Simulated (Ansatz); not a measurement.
A made-up structure of CH3OSi (charge -1), singlet:

```xyz
6
angstrom
C -0.6998 0.2392 -0.5822
Si 0.5742 -0.3135 0.4479
O 1.2400 -1.6901 0.7099
H -1.2754 -0.3766 -1.2673
H -0.9645 1.2946 -0.5574
H 1.6403 -2.4569 1.1487
```

It is relaxed with PBE-D4/def2-SVPD and then PBE0-D4/def2-TZVPD (Ansatz 0.2.0). Atoms count as bonded within 1.22 times the sum of their covalent radii (H–H: 0.88 Å). The end point is not checked to be a true minimum.

Q: Does its bonding change? (A judgement: the text doesn't fix the answer.)

A: The calculation gives: No: no bond forms or breaks.

Where it ends: The first stage lowers the energy by 1.63 eV in 12 steps. It ends as CH₃OSi ([CH2][Si][OH]), total charge -1:
```xyz
6
angstrom
C -0.6114 0.1946 -0.5017
Si 0.6701 -0.1827 0.6232
O 0.9218 -1.8915 0.4598
H -1.1291 -0.5100 -1.1574
H -0.9584 1.2254 -0.5883
H 1.6218 -2.1390 1.0641
```

Labels in which every atom is bracketed show which atoms are joined, not bond orders.

For scale, one of the runs: PBE0-D4/def2-TZVPD relaxation, 147 basis functions, launched by `ansatz run in.yaml --threads 2 --pin off --events-out ev --progress --plain --max-ram 4352MiB`. Hardware: 2 CPU threads of an Arm Neoverse V2, shared host. Wall time about 17 s.
